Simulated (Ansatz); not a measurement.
The same path of C$_{2}$H$_{3}$FO$_{2}$ (8 atoms, charge 0, multiplicity 1) was run twice with different band settings. Lost on the way: C2–H6. Made: O1–H6.

Computed with Ansatz 0.2.0, RKS B3LYP-D4/def2-SVP.

Relaxed end points:

```xyz
8
Properties=species:S:1:pos:R:3
O 0.584 -0.697 1.571
C 0.382 0.427 1.200
O -0.051 0.766 -0.022
C -0.274 -0.307 -0.925
F -0.651 0.251 -2.093
H 0.522 1.344 1.808
H 0.657 -0.882 -1.059
H -1.076 -0.959 -0.538
```

```xyz
8
Properties=species:S:1:pos:R:3
O 0.480 -0.072 1.447
C 0.255 1.134 0.915
O -0.138 0.970 -0.324
C -0.271 -0.321 -0.934
F -0.682 -0.097 -2.197
H 0.766 0.077 2.359
H 0.705 -0.832 -0.936
H -1.022 -0.914 -0.387
```

Common settings: movable images 9; climbing image yes; spring 5.0 eV/Å²; optimiser quadratic models (default); start path through a guess of the saddle point; iteration limit 60; end points relaxed.

| run | force threshold |
| --- | --- |
| 1 | 0.03 eV/Å |
| 2 | 0.2 eV/Å |

What does each run give, and how far can it be trusted?

Run 1: converged after 11 iterations, highest image 3.537 eV above the first end. A vibrational analysis at the climbing image gives one clearly imaginary mode, 1920i cm⁻¹: a first-order saddle point.
Run 2: converged after 8 iterations, highest image 3.538 eV above the first end. The threshold of 0.2 eV/Å is loose, so the images may lie well off the minimum-energy path. Another band between the same ends (9 images) ends at a top of the same energy, where a vibrational analysis finds 1 clearly imaginary mode.
The orbitals stay closed-shell, which can raise the energy where a bond breaks towards radicals; this wasn't checked here.
